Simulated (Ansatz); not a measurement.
Cost and result for the atomization energy of CH2Cl2O (`OC(Cl)Cl`) (6 atoms, 5 bonds).

The species carries charge 0 and has multiplicity 1. The geometry is a stationary point of PBE0-D4/def2-TZVP. It is one conformer, not always the lowest. Program: Ansatz. All runs use 2 threads of an Arm Neoverse V2 on a shared host. Times are those of one run each, without the atoms' runs, and a repeat can differ threefold. Electronic energies, without spin–orbit coupling; frozen cores. CCSD(T)/CBS adds CCSD(T) − MP2 in def2-TZVPP to the MP2 limit, and its time is that of the two runs behind it. T1 = 0.010. HSE06 is the plane-wave form, built on full-range PBE exchange.

CCSD(T)/CBS is a level of theory with its own doubt, some kJ/mol a heavy atom from the limit and from the frozen cores, so smaller differences don't rank the functionals.

```json
{"level": "CCSD(T)/def2-SVP", "functions": "74", "wall time": "1.4 s"}
{"level": "PBE-D4/def2-TZVPP (with forces)", "functions": "174", "wall time": "1.9 s"}
{"level": "PBE0-D4/def2-TZVPP", "functions": "174", "wall time": "2.3 s"}
{"level": "BHLYP-D4/def2-TZVPP", "functions": "174", "wall time": "2.3 s"}
{"level": "HSE06-D4/def2-TZVPP", "functions": "174", "wall time": "2.4 s"}
{"level": "CAM-B3LYP-D4/def2-TZVPP", "functions": "174", "wall time": "2.5 s"}
{"level": "B2PLYP/def2-TZVPP", "functions": "174", "wall time": "3.4 s"}
{"level": "PBE-QIDH/def2-TZVPP", "functions": "174", "wall time": "3.7 s"}
{"level": "B97M-V/def2-TZVPP", "functions": "174", "wall time": "6.5 s"}
{"level": "ωB97M-V/def2-TZVPP (with forces)", "functions": "174", "wall time": "8 s"}
{"level": "MP2/def2-QZVPP", "functions": "314", "wall time": "9.5 s"}
{"level": "CCSD(T)/def2-TZVPP", "functions": "174", "wall time": "34 s"}
{"level": "CCSD(T)/CBS(def2)", "functions": "–", "wall time": "44 s"}
```

What atomization energy does each give, and how far from CCSD(T)/CBS? (Estimate.)

The calculation gave: 
```json
{"level": "CCSD(T)/def2-SVP", "atomization (kcal/mol)": "438.6", "difference from CCSD(T)/CBS": "-36.9", "per bond": "-7.4"}
{"level": "PBE-D4/def2-TZVPP (with forces)", "atomization (kcal/mol)": "496.0", "difference from CCSD(T)/CBS": "20.5", "per bond": "4.1"}
{"level": "PBE0-D4/def2-TZVPP", "atomization (kcal/mol)": "479.1", "difference from CCSD(T)/CBS": "3.6", "per bond": "0.7"}
{"level": "BHLYP-D4/def2-TZVPP", "atomization (kcal/mol)": "446.4", "difference from CCSD(T)/CBS": "-29.1", "per bond": "-5.8"}
{"level": "HSE06-D4/def2-TZVPP", "atomization (kcal/mol)": "479.7", "difference from CCSD(T)/CBS": "4.2", "per bond": "0.8"}
{"level": "CAM-B3LYP-D4/def2-TZVPP", "atomization (kcal/mol)": "472.1", "difference from CCSD(T)/CBS": "-3.4", "per bond": "-0.7"}
{"level": "B2PLYP/def2-TZVPP", "atomization (kcal/mol)": "466.2", "difference from CCSD(T)/CBS": "-9.3", "per bond": "-1.9"}
{"level": "PBE-QIDH/def2-TZVPP", "atomization (kcal/mol)": "472.3", "difference from CCSD(T)/CBS": "-3.2", "per bond": "-0.6"}
{"level": "B97M-V/def2-TZVPP", "atomization (kcal/mol)": "476.5", "difference from CCSD(T)/CBS": "1.0", "per bond": "0.2"}
{"level": "ωB97M-V/def2-TZVPP (with forces)", "atomization (kcal/mol)": "478.1", "difference from CCSD(T)/CBS": "2.6", "per bond": "0.5"}
{"level": "MP2/def2-QZVPP", "atomization (kcal/mol)": "486.9", "difference from CCSD(T)/CBS": "11.4", "per bond": "2.3"}
{"level": "CCSD(T)/def2-TZVPP", "atomization (kcal/mol)": "458.6", "difference from CCSD(T)/CBS": "-16.9", "per bond": "-3.4"}
{"level": "CCSD(T)/CBS(def2)", "atomization (kcal/mol)": "475.5", "difference from CCSD(T)/CBS": "0.0", "per bond": "0.0"}
```

From BLYP to BHLYP (50 % exact exchange), in def2-TZVPP and without D4, the atomization energy moves by −24.7 kcal/mol: exact exchange takes away binding that semilocal exchange gives to molecules. At CCSD(T), def2-SVP lies −36.9 kcal/mol from the extrapolated value and def2-TZVPP −16.9 kcal/mol: correlation converges slowly with the basis, and small sets miss more of it in the bonded molecule than in its fragments. The D4 term adds +5.0 kcal/mol with B3LYP and +2.5 kcal/mol with PBE0; it sums over pairs of atoms, weighted by their polarisabilities, and B3LYP, whose exchange is more repulsive, gets the larger term.

B3LYP here is the variant with VWN-RPA as its local correlation; programs differ in this.
